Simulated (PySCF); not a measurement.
Computed with PBE-D3(BJ)/def2-TZVP // B3LYP-D3(BJ)/def2-TZVP run with PySCF 2.14.0. Gas-phase values, no solvent. 

Reference species (SMILES): `Cl[Si](Cl)(Cl)Cl` (neutral, multiplicity 1).

```yaml
dipole_moment: 0.00 D
```

Changed species: `Cl[SiH](Cl)Cl` (whole molecule; the reference has whole molecule).

**Question.** What does the change do to the dipole moment?

**Answer.** the dipole moment rises by 0.74 D, to 0.74 D.
